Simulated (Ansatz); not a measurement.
Ansatz (a first-principles code) input (CAM-B3LYP/def2-TZVPD):

Ansatz 0.2 input:
```yaml
crystal:
  periodic: [false, false, false]
  atoms:
    - {symbol: C, position_ang: [-0.00000000, -0.00000000, -0.00000000]}
    - {symbol: H, position_ang: [0.00360111, 1.07859343, -0.02702022]}
    - {symbol: H, position_ang: [0.93257816, -0.54247981, 0.01097634]}
    - {symbol: H, position_ang: [-0.93617928, -0.53611362, 0.01604388]}
basis:
  gaussian:
    orbitals: def2-TZVPD
hamiltonian:
  xc: {name: CAM-B3LYP}
magnetization: {spin_polarized: true, initial_magnetization: 1}
output: {forces: true}
```

End of the output:

```
integrals: 0.01 GiB planned
327 factors; their error is unknown
integrals: 0.04 GiB planned
182 factors; integrals over basis functions are off by at most 6.6e-6 eV
mean field: 0.15 GiB planned
mean field evaluation 1: about -1081.9547 eV, gradient 2.0e1 eV
mean field evaluation 2: about -1082.7052 eV, gradient 1.5e1 eV
mean field evaluation 4: about -1083.7707 eV, gradient 1.2e-1 eV
mean field evaluation 8: about -1083.7587 eV, gradient 2.6e-2 eV
mean field -1083.75865690 eV, -39.8273960430 hartree, gradient 9.1e-6 eV, S^2 0.753650; 0 other end points of the search recorded, 0 dependent functions left out
the calculation of the forces begins
reference -1083.75874521 eV, -39.8273992883 hartree; 5, 4 occupied and 59, 60 virtual orbitals, 327 factors
Total energy: -1083.75874521 eV, -39.8273992883 hartree
Atom 0 at    -0.000000    -0.000000    -0.000000 Å, force     0.000000     0.000003    -0.000000 eV/Å
Atom 1 at     0.003601     1.078593    -0.027020 Å, force    -0.000064    -0.019129     0.000479 eV/Å
Atom 2 at     0.932578    -0.542480     0.010976 Å, force    -0.016540     0.009619    -0.000195 eV/Å
Atom 3 at    -0.936179    -0.536114     0.016044 Å, force     0.016604     0.009506    -0.000284 eV/Å
Dipole moment:    -0.000000    -0.000000     0.000000 e Å
```
